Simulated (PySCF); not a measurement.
System: H2Be, singlet: collinear H-Be-H surface. Scanned: H-Be distance and Be-H distance.

Cartesian coordinates as functions of the variables (Å; names that start with a are angles):
```
H  0  0  -r1
Be  0  0  0
H  0  0  r2
```

Calculation: PySCF with PBE/cc-pVTZ.

Energy in eV above the lowest grid point; x is the H-Be distance (Å), y the Be-H distance (Å).

```
y \ x   1.13   1.20   1.26   1.33   1.40   1.46   1.54   1.64   1.73   1.86      2
-----  -----  -----  -----  -----  -----  -----  -----  -----  -----  -----  -----
2      1.890  1.626  1.504  1.453  1.479  1.545  1.682  1.906  2.138  2.501  2.900
1.86   1.486  1.222  1.100  1.049  1.075  1.141  1.278  1.502  1.735  2.099  2.501
1.73   1.122  0.858  0.735  0.685  0.710  0.776  0.913  1.137  1.371  1.735  2.138
1.64   0.889  0.625  0.502  0.452  0.476  0.543  0.680  0.904  1.137  1.502  1.906
1.54   0.665  0.401  0.278  0.228  0.253  0.319  0.456  0.680  0.913  1.278  1.682
1.46   0.528  0.264  0.142  0.091  0.116  0.183  0.319  0.543  0.776  1.141  1.545
1.40   0.461  0.198  0.075  0.025  0.050  0.116  0.253  0.476  0.710  1.075  1.479
1.33   0.435  0.172  0.050  0.000  0.025  0.091  0.228  0.452  0.685  1.049  1.453
1.26   0.483  0.221  0.100  0.050  0.075  0.142  0.278  0.502  0.735  1.100  1.504
1.20   0.602  0.341  0.221  0.172  0.198  0.264  0.401  0.625  0.858  1.222  1.626
1.13   0.862  0.602  0.483  0.435  0.461  0.528  0.665  0.889  1.122  1.486  1.890
```

Points that lie below all their neighbours on the grid: x = 1.33, y = 1.33 (0.000 eV).
